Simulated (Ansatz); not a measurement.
AlFH2N (`[NH2][Al][F]`) radical. Total charge 0; spin multiplicity 2.

Q: List the harmonic frequencies (cm⁻¹, unscaled) at PBE0-D4/def2-TZVP in Ansatz. (An estimate is asked.)

A: The calculation gave: 209, 323, 363, 633, 757, 872, 1548, 3594, 3698.

Q: Is this a minimum?

A: Yes, all 9 modes are real.

Q: Give the ideal-gas thermochemistry at 298.15 K and 1 bar (rigid rotor, harmonic oscillator; point group Cs, symmetry number 1).

A: Zero-point energy 71.8 kJ/mol; H(298) − E = 85.8 kJ/mol; entropy 284.4 J/(mol·K), of which translation 160.3, rotation 96.3, vibration 22.0, electronic 5.8; G(298) − E = 1.0 kJ/mol.

Q: And at 400, 500, 600, 800 and 1000 K?

A: 
| T (K) | H − E (kJ/mol) | S (J/mol/K) | G − E (kJ/mol) |
| --- | --- | --- | --- |
| 400 | 92.7 | 304.2 | -29.0 |
| 500 | 100.1 | 320.6 | -60.2 |
| 600 | 107.8 | 334.7 | -93.0 |
| 800 | 124.2 | 358.3 | -162.4 |
| 1000 | 141.6 | 377.6 | -236.1 |
